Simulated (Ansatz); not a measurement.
Mulliken charges of C₂H₅Si (`C=C[SiH2]`) radical from ωB97M-V/def2-TZVPP in Ansatz (PBE0-D4/def2-TZVP geometry).

```json
{"atom": "C1", "x (Å)": "-0.409", "y (Å)": "0.930", "z (Å)": "-0.878", "charge (e)": "-0.185"}
{"atom": "C2", "x (Å)": "-0.358", "y (Å)": "0.349", "z (Å)": "0.327", "charge (e)": "-0.203"}
{"atom": "Si3", "x (Å)": "0.886", "y (Å)": "-0.913", "z (Å)": "0.808", "charge (e)": "0.114"}
{"atom": "H4", "x (Å)": "0.266", "y (Å)": "0.645", "z (Å)": "-1.680", "charge (e)": "0.097"}
{"atom": "H5", "x (Å)": "-1.129", "y (Å)": "1.708", "z (Å)": "-1.112", "charge (e)": "0.112"}
{"atom": "H6", "x (Å)": "-1.057", "y (Å)": "0.689", "z (Å)": "1.089", "charge (e)": "0.100"}
{"atom": "H7", "x (Å)": "1.532", "y (Å)": "-1.544", "z (Å)": "-0.375", "charge (e)": "-0.020"}
{"atom": "H8", "x (Å)": "0.360", "y (Å)": "-1.921", "z (Å)": "1.765", "charge (e)": "-0.016"}
```

**Question.** By hand: the dipole of these point charges (1 e Å = 4.8032 D).

**Answer.** Σ q r = (0.007, 0.037, -0.011) e Å, of length 0.039 e Å = 0.19 D.

**Question.** How does the dipole of the full density compare? (An estimate is asked.)

**Answer.** Computed: (-0.076, 0.116, -0.049) e Å, 0.71 D; the point charges give 0.27 times that, at 42° from its direction.

Point charges leave out the atoms' own dipoles, such as those of lone pairs, and Mulliken's split depends on the basis, so the two needn't agree.
